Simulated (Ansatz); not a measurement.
```xyz
2

Cl    0.0664   -0.1256   -0.6431
F     0.0004   -0.1383    0.9868
```

Basis set: 6-31G (spherical functions). Left uncorrelated: 6 orbitals. Charge 0, multiplicity 1.

Computed with Ansatz (development build ahead of 0.2.0); each method stands on the lowest determinant of its kind that the runs found. Restricted open shells among the atoms or ions are ROHF, correlated in semicanonical orbitals with singles.

**Question.** Give the atomization energy at this shape (free ground-state atoms in the same class of orbitals less the molecule, no zero-point energy) of singlet ClF by RHF-MP2, RHF.

**Answer.**

```json
{"method": "RHF-MP2", "atomization energy": "1.06 eV"}
{"method": "RHF", "atomization energy": "-0.76 eV"}
```

This basis has no polarisation functions and is too small for such energies, which can lie far from measured ones in either direction.
